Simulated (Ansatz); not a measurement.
Base system: AlP in the zinc blende structure (space group F-43m, No. 216; a = 5.470 Å).

Level of theory: Kohn–Sham DFT with the PBEsol functional, run in Ansatz (an electronic-structure program) with PAW and 420 eV plane waves, no SOC.

One thing is altered: B takes the place of Al on all its sites; the structure is relaxed again.

Measured lattice parameter a: AlP 5.451 Å (static lattice; corrected from measurement; as listed in Daniel Mejia-Rodriguez, S. B. Trickey, Phys. Rev. B (2018)); BP 4.525 Å (static lattice; corrected from measurement; as listed in Daniel Mejia-Rodriguez, S. B. Trickey, Phys. Rev. B (2018)).

Q: How well does PBEsol reproduce the measured shift?

A: With PBEsol the lattice parameter a moves by -0.950 Å (5.470 → 4.520) against -0.926 Å measured.

Stability against distortions was not tested.
